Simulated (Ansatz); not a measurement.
# AlH (triplet): the correlation ladder at distance Al1–H2 = 4.227 Å, cc-pVQZ

An exercise on one series of results from a longer session: the logs are not shown, and one member is left open.

Method: cc-pVQZ, core rule «outside noble gas», up to 5 orbitals frozen; program: Ansatz 0.2.0, Gaussian basis.

To be run: UHF; CCSD(T) on ROHF; CCSD(T) on UHF; BCCD(T) on ROHF; CCSDT(Q) on ROHF; CCSDT(Q) on UHF; CASSCF and NEVPT2, 4 electrons in 5 orbitals; Full CI.

17 further runs of the same task are left out: 4 for a known fault of the program, 10 that didn't finish, 3 set aside as unsound or not needed.

**What is computed**

The geometry derives from a PBE0/def2-TZVP stationary point (not a proven minimum). One bond is set to the value named and the two fragments are kept rigid.

2 atoms, charge 0, spin multiplicity 3.

Atoms are counted from 1 here; the program's logs count them from 0.

No contacts short enough for the rule that draws bonds.

As a file:

```
Al    0.0000    0.0000    0.0000
H     0.0000    0.0000    4.2270
```

The first run:

in.yaml

```yaml
crystal:
  periodic: [false, false, false]
  atoms:
    - {symbol: Al, position_ang: [0.000000, 0.000000, 0.000000]}
    - {symbol: H, position_ang: [0.000000, 0.000000, 4.227000]}
basis:
  gaussian: {orbitals: cc-pVQZ}
magnetization: {spin_polarized: true, initial_magnetization: 2}
hamiltonian: {xc: hf}
output: {orbitals: {seedname: orbitals}}
```

The run is started by

```console
> ansatz run in.yaml --threads 1 --pin off --events-out ev --progress --plain --max-ram 2393MiB
```

Among the steps run: UHF; CCSD(T) on ROHF; CCSD(T) on UHF; BCCD(T) on ROHF; CCSDT(Q) on ROHF; CCSDT(Q) on UHF; CASSCF and NEVPT2, 4 electrons in 5 orbitals; Full CI.

One table of the session follows, with a row left open; its other results are not shown here.

It belongs to the step «Misses and costs». 

| method | from FCI (meV) |
| --- | --- |
| ROHF | +1574.4 |
| UHF | ? |
| RMP2 | +420.7 |
| UMP2 | +431.0 |
| RCCSD | +53.1 |
| UCCSD | +47.4 |
| RCCSD(T) | +12.6 |
| UCCSD(T) | +12.4 |
| BCCD(T) | +12.9 |
| RCCSDT | -0.1 |
| UCCSDT | -0.2 |
| RCCSDT(Q) | -0.1 |
| UCCSDT(Q) | -0.2 |
| CASSCF valence | +908.7 |
| NEVPT2 valence | +276.2 |
| FCI | 0 |

Estimate the missing values for UHF.

The run gave: from FCI (meV): +1467.2. In the column «from FCI (meV)» it lies between CASSCF valence (+908.7) and ROHF (+1574.4).

Caveats from the session: Levels on UHF freeze UHF's core orbitals, full CI those of ROHF, so the U rows can settle a little off it for that reason alone. Restricted and unrestricted rows rest on different reference determinants; where their highest levels disagree by more than a few hundredths of an eV, they describe different states and don't form one ladder.
